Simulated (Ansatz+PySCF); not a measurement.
The numbers below are computed, except where a source is named.
Input for PySCF 2.14.0:

```python
from pyscf import gto, scf

mol = gto.M(atom="""
C 0.000000 0.000000 -0.781250
C 0.000000 0.000000 0.781250
H 0.000000 -1.007150 -1.406800
H 0.000000 1.007150 -1.406800
H -1.007150 0.000000 1.406800
H 1.007150 0.000000 1.406800
""", basis='def2-svp', charge=0, spin=2)
mf = scf.ROHF(mol)
mf.init_guess = 'huckel'
mf.kernel()
while True:  # follow internal instabilities
    mo, _, stable, _ = mf.stability(return_status=True)
    if stable: break
    mf.kernel(mf.make_rdm1(mo, mf.mo_occ))
print(mf.converged, mf.e_tot, mf.spin_square()[0])
```

The script is written out from the run's settings.

The run gave:

```json
{"Converged": "yes", "Total energy": "-77.87350 hartree", "Spin squared of the determinant": "2.000"}
```

Caution: another spin multiplicity may lie lower.
